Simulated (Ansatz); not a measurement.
Basis-set extrapolation for C$_{2}$H$_{2}$F$_{2}$, SMILES `F/C=C\F` (PBE0-D4/def2-TZVP geometry, frozen core, Ansatz). Multiplicity 1, RHF reference.

|  | def2-TZVPP | def2-QZVPP |
| --- | --- | --- |
| HF | -275.848578 | -275.861125 |
| MP2 correlation | -0.809363 | -0.878521 |
| CCSD(T) correlation | -0.854685 | not run |

Energies in hartree. Use E(X) = E(∞) + A·exp(−7.88·√X) for Hartree–Fock and E(X) = E(∞) + B·X^(−2.97) for correlation, with X = 3 and 4, and add CCSD(T) minus MP2 of the smaller set to the MP2 limit.

Problem. What is the CCSD(T) energy at the basis-set limit?

Solution. HF limit: -275.861125 + (-0.012547) × 0.13774 = -275.86285. MP2 limit: -0.878521 + (-0.069158) × 0.74074 = -0.92975. Higher-order term: -0.854685 − (-0.809363) = -0.04532. Total: -276.83792 hartree, 353.5 kJ/mol below CCSD(T)/def2-TZVPP.
